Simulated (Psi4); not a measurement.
# SiNH4O− (SMILES N[SiH-]O) at PBE/def2-TZVPD (density fitting, sweep point 5)

What is the vertical ionisation energy of SiNH4O− at PBE/def2-TZVPD (density fitting, sweep point 5)? 

The calculation is run with Psi4 1.11.

4 further runs of the same task are left out: 4 set aside as unsound or not needed.

## Step 1: The structure to begin with

SiNH4O− has 7 atoms, charge -1, and is taken as a singlet. As SMILES, `N[SiH-]O`. The shape is that of a GFN2-xTB optimisation. This is one conformer, not always the lowest.

Bond lengths: N1–Si2 1.835 Å, Si2–O3 1.697 Å, N1–H4 1.017 Å, N1–H5 1.016 Å, Si2–H6 1.554 Å, O3–H7 0.962 Å. Angles: N1–Si2–O3 100.2°, N1–Si2–H6 94.0°, O3–Si2–H6 101.8°, Si2–N1–H4 110.5°, Si2–N1–H5 109.5°, Si2–O3–H7 113.4°, H4–N1–H5 105.9°.

## Step 2: The energy at PBE/def2-TZVPD (density fitting, sweep point 5)

h4nosi.in

```
memory 1.6 GB

molecule mol {
  -1 1
  N     -0.940250     0.080330    -0.489950
  Si     0.408150     0.625000     0.628660
  O      1.725490    -0.181570    -0.074880
  H     -0.881470     0.565790    -1.381210
  H     -1.837290     0.339730    -0.090590
  H      0.007340    -0.353090     1.768080
  H      1.518040    -1.076200    -0.360110
  symmetry c1
}

set {
  basis def2-TZVPD
  reference rks
  puream true
  scf_type df
  dft_radial_points 75
  dft_spherical_points 302
}

energy('pbe')
```

On the command line:

```bash
$ psi4 -i h4nosi.in -o h4nosi.out -n 1
```

h4nosi.out:

```text
[...]
  Running in c1 symmetry.
[...]
  Nuclear repulsion =  108.376372008166953
[...]
  Multiplicity = 1
[...]
  Nalpha       = 17
  Nbeta        = 17
[...]
    Number of basis functions: 156
[...]
   @DF-RKS iter   1:  -420.98616111469050    8.89325e-02   8.35677e-03 ADIIS/DIIS
[...]
   @DF-RKS iter  11:  -421.69765284703334   -2.46562e-08   1.68824e-07 DIIS
[...]
    Orbital Energies [Eh]
    ---------------------
    Doubly Occupied:
       1A    -65.180856     2A    -18.544941     3A    -13.770767
       4A     -4.822421     5A     -3.234586     6A     -3.233369
       7A     -3.229602     8A     -0.705166     9A     -0.571799
      10A     -0.278156    11A     -0.240087    12A     -0.208786
      13A     -0.118827    14A     -0.100026    15A     -0.065912
      16A     -0.050551    17A      0.057061
[...]
  @DF-RKS Final Energy:  -421.69765284703334
   => Energetics <=
    Nuclear Repulsion Energy =            108.3763720081669533
    One-Electron Energy =                -804.6588289903866098
    Two-Electron Energy =                 312.4067904934739204
    DFT Exchange-Correlation Energy =     -37.8219863582876172
    Empirical Dispersion Energy =           0.0000000000000000
    VV10 Nonlocal Energy =                  0.0000000000000000
    Total Energy =                       -421.6976528470333392
[...]
 Multipole Moments:
 ------------------------------------------------------------------------------------
     Multipole            Electronic (a.u.)      Nuclear  (a.u.)        Total (a.u.)
 ------------------------------------------------------------------------------------
 L = 1.  Multiply by 2.5417464519 to convert [e a0] to [Debye]
 Dipole X            :          2.1021796           -2.5989123           -0.4967327
 Dipole Y            :          0.6177616           -1.4022256           -0.7844640
 Dipole Z            :         -0.2478890           -0.6211001           -0.8689891
 Magnitude           :                                                    1.2717190
[...]
```

It took 8.4 s on 1 thread of Intel Xeon 6975P-C (Granite Rapids), shared host; peak memory 0.87 GiB.

## Step 3: Doublet neutral SiNH4O at the same level

h4nosi.inp

```
memory 1.6 GB

molecule mol {
  0 2
  N     -0.940250     0.080330    -0.489950
  Si     0.408150     0.625000     0.628660
  O      1.725490    -0.181570    -0.074880
  H     -0.881470     0.565790    -1.381210
  H     -1.837290     0.339730    -0.090590
  H      0.007340    -0.353090     1.768080
  H      1.518040    -1.076200    -0.360110
  symmetry c1
}

set reference uks
set puream true
set scf_type df
set dft_radial_points 75
set dft_spherical_points 302
set maxiter 100

energy('pbe/def2-TZVPD')
```

On the command line:

```bash
$ psi4 -n 1 h4nosi.inp h4nosi.out
```

h4nosi.out:

```text
[...]
  Running in c1 symmetry.
[...]
  Nuclear repulsion =  108.376372008166953
[...]
  Multiplicity = 2
[...]
  Nalpha       = 17
  Nbeta        = 16
[...]
    Number of basis functions: 156
[...]
   @DF-UKS iter   1:  -421.07263730903571    2.45632e-03   7.87674e-03 DIIS/ADIIS
[...]
   @DF-UKS iter  11:  -421.65677907843019   -1.88312e-08   2.68556e-07 DIIS
[...]
   @S^2 Observed:                7.527039507E-01
[...]
    Orbital Energies [Eh]
    ---------------------
    Alpha Occupied:
       1A    -65.437119     2A    -18.745351     3A    -13.987518
       4A     -5.076621     5A     -3.488579     6A     -3.487107
       7A     -3.486079     8A     -0.905394     9A     -0.782988
      10A     -0.492524    11A     -0.444315    12A     -0.418407
      13A     -0.331460    14A     -0.305125    15A     -0.279968
      16A     -0.259833    17A     -0.196139
    Alpha Virtual:
      18A     -0.031048    19A     -0.029673    20A      0.008212
      21A      0.022157    22A      0.033738    23A      0.048385
      24A      0.068955    25A      0.072784    26A      0.079570
[...]
  @DF-UKS Final Energy:  -421.65677907843019
   => Energetics <=
    Nuclear Repulsion Energy =            108.3763720081669533
    One-Electron Energy =                -797.3560070679423006
    Two-Electron Energy =                 304.9244572439617968
    DFT Exchange-Correlation Energy =     -37.6016012626166685
    Empirical Dispersion Energy =           0.0000000000000000
    VV10 Nonlocal Energy =                  0.0000000000000000
    Total Energy =                       -421.6567790784301906
[...]
 Multipole Moments:
 ------------------------------------------------------------------------------------
     Multipole            Electronic (a.u.)      Nuclear  (a.u.)        Total (a.u.)
 ------------------------------------------------------------------------------------
 L = 1.  Multiply by 2.5417464519 to convert [e a0] to [Debye]
 Dipole X            :          1.9248858           -2.5989123           -0.6740266
 Dipole Y            :          1.5722196           -1.4022256            0.1699940
 Dipole Z            :          0.4091225           -0.6211001           -0.2119777
 Magnitude           :                                                    0.7267354
[...]
```

Run time: 12 s. Hardware: 1 thread of Intel Xeon 6975P-C (Granite Rapids), shared host; peak memory 0.87 GiB.

## Step 4: Results

Level: PBE/def2-TZVPD (density fitting, sweep point 5).

```
                                                              quantity          value
                                         singlet SiNH4O−: total energy  -421.69765 Eh
                                          singlet SiNH4O−: HOMO energy        1.55 eV
                                          singlet SiNH4O−: LUMO energy        3.45 eV
singlet SiNH4O−: HOMO–LUMO gap (to an unbound level, set by the basis)        1.90 eV
                                  doublet neutral SiNH4O: total energy  -421.65678 Eh
                                 doublet neutral SiNH4O: dipole moment         1.85 D
            doublet neutral SiNH4O: HOMO energy (highest over α and β)       -5.34 eV
             doublet neutral SiNH4O: LUMO energy (lowest over α and β)       -3.84 eV
                                          doublet neutral SiNH4O: ⟨S²⟩          0.753
                   vertical detachment energy (to the doublet neutral)       1.112 eV
```

What this shows: The vertical ionisation energy comes to 1.11 eV (26 kcal/mol). The negative HOMO energy of the first species, -1.55 eV, lies 2.66 eV below that difference. The HOMO (singlet SiNH4O−) lies at positive energy, 1.55 eV, as semi-local functionals often give for anions; only total energies tell whether the electron is bound.
